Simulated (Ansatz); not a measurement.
**AlH4+ (singlet): from Hartree-Fock to the top rungs at distance Al1–H5 = 1.749 Å, cc-pVDZ**

An exercise on one series of results from a longer session: the logs are not shown, and one member is left open.

The runs use Ansatz 0.2.0, Gaussian basis; cc-pVDZ, core rule «outside noble gas», up to 5 orbitals frozen.

The runs, in order: UHF; CCSD(T) on RHF; BCCD(T) on RHF; CISD; CCSDT(Q) on RHF; CASSCF and MRCISD+Q, 2 electrons in 2 orbitals; CASSCF and NEVPT2, 2 electrons in 2 orbitals; Full CI.

47 further runs of the same task are left out: 33 for a known fault of the program, 9 that didn't finish, 5 set aside as unsound or not needed.

### The geometry

The geometry derives from a PBE0/def2-TZVP stationary point (not a proven minimum). One bond is set to the value named and the two fragments are kept rigid.

5 atoms, charge 1, spin multiplicity 1.

Atoms are counted from 1 here; the program's logs count them from 0.

Bond lengths: Al1–H4 1.552 Å, Al1–H5 1.749 Å, H2–H3 0.770 Å. Angles: H4–Al1–H5 164.0°.

The first run:

File in.yaml:

```yaml
crystal:
  periodic: [false, false, false]
  atoms:
    - {symbol: Al, position_ang: [0.000000, 0.006338, -0.117728]}
    - {symbol: H, position_ang: [0.000000, -0.378455, 1.923322]}
    - {symbol: H, position_ang: [0.000000, 0.391131, 1.923322]}
    - {symbol: H, position_ang: [-0.000002, 1.543273, -0.333879]}
    - {symbol: H, position_ang: [0.000002, -1.725617, -0.361307]}
basis:
  gaussian: {orbitals: cc-pVDZ}
total_charge: 1
magnetization: {spin_polarized: true, initial_magnetization: 0}
hamiltonian: {xc: hf}
output: {orbitals: {seedname: orbitals}}
```

The run is started by

```
$ ansatz run in.yaml --threads 1 --pin off --events-out ev --progress --plain --max-ram 2393MiB
```

Steps of the session up to this table: UHF; CCSD(T) on RHF; BCCD(T) on RHF; CISD; CCSDT(Q) on RHF; CASSCF and MRCISD+Q, 2 electrons in 2 orbitals; CASSCF and NEVPT2, 2 electrons in 2 orbitals; Full CI.

One table of the session follows, with a row left open; its other results are not shown here.

| method | from FCI (meV) |
| --- | --- |
| RHF | +2938.7 |
| RMP2 | +752.2 |
| CISD | +149.9 |
| RCCSD | +38.7 |
| RCCSD(T) | +11.0 |
| BCCD(T) | +10.6 |
| RCCSDT | +1.2 |
| RCCSDT(Q) | +0.3 |
| CASSCF pair | +2423.4 |
| NEVPT2 pair | ? |
| MRCISD pair | +95.4 |
| MRCISD+Q pair | -25.2 |
| FCI | 0 |

Q: Estimate the row for NEVPT2 pair from the others.

The run gave: from FCI (meV): +683.9. In the column «from FCI (meV)» it lies between CISD (+149.9) and RMP2 (+752.2).

Among the levels timed on like hardware and quicker than the yardstick, those that no quicker one beats, quickest first: BCCD(T) (0.27 s, +10.6 meV); RCCSDT(Q) (1.1 s, +0.3 meV). Runs this short are mostly start-up, so their order is noise.

Caveats from the session: The yardstick is full CI for this spin, exact in this basis with these frozen cores. MRCISD+Q pair falls below full CI: the +Q correction isn't variational, and the cores differ from full CI's. Of the multireference levels listed MRCISD+Q pair comes nearest in total energy (-25.2 meV), which doesn't show that its space is the better one.
